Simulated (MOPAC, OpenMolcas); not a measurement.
# CH5OSi (SMILES [CH2][SiH2]O): the dipole moment, rung by rung

The species is CH5OSi (8 atoms), meant as a doublet with charge 0. As SMILES, `[CH2][SiH2]O`. Geometry: relaxed at PBE0-D4/def2-TZVP. This is one conformer, not always the lowest.

```xyz
8

C    -0.8615    0.5178   -0.7914
Si    0.6540   -0.0052    0.1111
O     0.3028   -0.7244    1.5544
H    -0.9708    0.4168   -1.8670
H    -1.7031    0.9915   -0.2933
H     1.4956    1.1611    0.4806
H     1.4310   -0.9123   -0.7798
H    -0.2558   -1.5023    1.5294
```

Each level gives the dipole moment (D). The values are calculated.

```csv
level,kind,program,value (D)
PM7,semi-empirical,MOPAC,1.93
UHF/def2-SVPD,Hartree–Fock,OpenMolcas,1.89
USVWN5/def2-SVPD,LDA,OpenMolcas,1.63
U-revPBE/def2-SVPD,GGA,OpenMolcas,1.64
U-r2SCAN/def2-SVPD,meta-GGA,OpenMolcas,1.70
UM06-L/def2-SVPD,meta-GGA,OpenMolcas,1.67
UM06-2X/def2-SVPD,hybrid meta-GGA,OpenMolcas,1.74
```

The values span 1.63 to 1.93 D. Magnitudes only.
